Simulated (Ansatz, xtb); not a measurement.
## Two isomers of CH3FS

Structure X is `FCS`, a singlet and structure Y is `CSF`, a singlet. Both are isolated molecules in the gas phase, relaxed with B3LYP/6-31G*; each stands in its lowest conformer found.

Quicker runs give these differences E(Y) − E(X): GFN2-xTB +2.2 kcal/mol; HF/STO-3G +10.9 kcal/mol (at GFN2-xTB geometries); r2SCAN-D4/def2-SVP +16.1 kcal/mol (at GFN2-xTB geometries).

Q: Estimate E(Y) − E(X) at the level CCSD(T)/def2-TZVPP.

A: Calculated at CCSD(T)/def2-TZVPP: E(Y) − E(X) = +12.2 kcal/mol, so structure X lies lower.

How the difference moves with the method:

```
             level      geometry  E(Y) − E(X) (kcal/mol)  departure from the last row (kcal/mol)  job, with rough time for the two
          GFN2-xTB      GFN2-xTB                      +2.2                                   −10.0             optimisation, 0.083 s
         HF/STO-3G      GFN2-xTB                     +10.9                                    −1.3              single point, 0.16 s
r2SCAN-D4/def2-SVP      GFN2-xTB                     +16.1                                    +3.9               single point, 1.3 s
      B3LYP/6-31G*  B3LYP/6-31G*                     +10.6                                    −1.6               optimisation, 7.8 s
     HF/def2-TZVPP  B3LYP/6-31G*                     +13.3                                    +1.1           part of the CCSD(T) run
    MP2/def2-TZVPP  B3LYP/6-31G*                     +12.5                                    +0.3           part of the CCSD(T) run
CCSD(T)/def2-TZVPP  B3LYP/6-31G*                     +12.2                                                        single point, 23 s
```

As drawn, Y has 1 F–S, 1 C–H in place of 1 C–F, 1 S–H.

The levels shown agree on the order. The largest departure from CCSD(T)/def2-TZVPP is that of GFN2-xTB, 10.0 kcal/mol.

With harmonic frequencies from B3LYP/6-31G* (ideal gas, rigid rotor, one conformer each, 298.15 K, 1 atm): on the last row, ΔE + ΔZPE = +12.6, ΔH = +12.7, ΔG = +12.4 kcal/mol.

The correlated steps freeze 7 core orbitals. Mirror images aren't counted in ΔG. Run with Ansatz 0.2.0, xtb 6.7.1; the last row on 1 thread of Intel(R) Xeon(R) 6975P-C (Granite Rapids) on a shared host.
